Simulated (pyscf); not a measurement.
## Multi-bond step: H₃Ge–O–GeH₃ (SMILES [GeH3][O][GeH3]) -> :HGe–O–GeH₃ (SMILES [GeH][O][GeH3]) [singlet] + H₂ (SMILES [H][H])

Gas phase, singlet surface, charge 0. Bonds broken: Ge1–H4, Ge3–H7, Ge3–H8. Bonds formed: Ge1–H8, H4–H7. Structures and frequencies: ωB97X-D3(BJ)/def2-SVP in PySCF.

Transition state (Å):

```xyz
9

Ge    -1.3384     1.0917     0.3535
O     -1.0717     0.8697    -1.2779
Ge    -0.8164    -1.0831    -1.7350
H      0.5201    -0.1926     1.0761
H     -2.3903     0.3311     1.1502
H     -0.6135     2.2531     1.0374
H      0.5775    -0.5241     0.3735
H     -1.6249    -1.4966    -0.3927
H     -2.0719    -1.1531    -2.6944
```

One imaginary mode, 181i cm⁻¹; descent along it reached the two sides named.

```tsv
bond	change	reactant side (Å)	saddle	product side
Ge1–H4	breaks	1.543	2.372	3.6
Ge3–H7	breaks	1.541	2.589	3.3
Ge3–H8	breaks	1.538	1.621	3.5
Ge1–H8	forms	4.1	2.7	1.539
H4–H7	forms	2.9	0.779	0.761
```

Electronic energies relative to the reactant's lowest minimum found (kJ/mol):

```tsv
level	barrier	reaction energy	reverse barrier
ωB97X-D3(BJ)/def2-TZVP	326.4	+126.7	199.7
PBE/def2-TZVP	264.1	+102.4	161.7
r²SCAN/def2-TZVP	299.3	+124.5	174.8
B3LYP-D3(BJ)/def2-TZVP	287.9	+100.8	187.1
PBE0-D3(BJ)/def2-TZVP	306.0	+125.5	180.5
M06-2X/def2-TZVP	318.2	+116.3	201.8
ωB97M-D3(BJ)/def2-TZVP	310.3	+109.4	200.9
HF/def2-TZVP	388.2	+132.2	256.0
```

With ωB97M-D3(BJ)/def2-TZVP energies and thermal terms (ideal gas, 1 atm, RRHO with modes under 100 cm⁻¹ raised to 100, one conformer, R ln 2 for chiral ones without a mode under 150 cm⁻¹), in kJ/mol:

```
T (K)    ΔH‡    ΔG‡     ΔH     ΔG
-----  -----  -----  -----  -----
298    296.5  294.4  +96.4  +60.0
600    299.4  290.9  +99.2  +21.7
900    300.0  286.5  +98.7  -17.0
1200   299.1  282.1  +96.4  -55.3
```

The same reactants have a lower exit, to GeH₄ + O=GeH₂ (barrier +258.4 kJ/mol at ωB97M-D3(BJ)/def2-TZVP, against +310.3 kJ/mol here). One saddle was located; it need not be the lowest between these sides. Elements up to Kr have no core potential and no relativistic terms here.
